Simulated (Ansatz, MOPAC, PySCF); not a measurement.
System: HOCl (charge 0, singlet). SMILES: ClO
Geometry: optimised at B3LYP-D3(BJ)/def2-TZVP (Ansatz, a program for electronic structure).

Unscaled harmonic wavenumbers (cm⁻¹) in rising order, each level at the stationary point that it reaches from this structure (no distance between atoms moves by over 0.3 Å); the order of modes can differ between levels, and a negative number is imaginary. B3LYP-D3(BJ)/def2-TZVP (PySCF, at the structure above): 738, 1257, 3751.

PM7 (MOPAC): 905, 1271, 2831. Zero-point energy 7.2 against 8.2 kcal/mol; where all levels lie over 400 cm⁻¹, the wavenumbers are on average 0.997 times those of B3LYP-D3(BJ)/def2-TZVP.

HF/6-31G* (Ansatz): 852, 1423, 4079. Zero-point energy 9.1 against 8.2 kcal/mol; where all levels lie over 400 cm⁻¹, the wavenumbers are on average 1.124 times those of B3LYP-D3(BJ)/def2-TZVP.
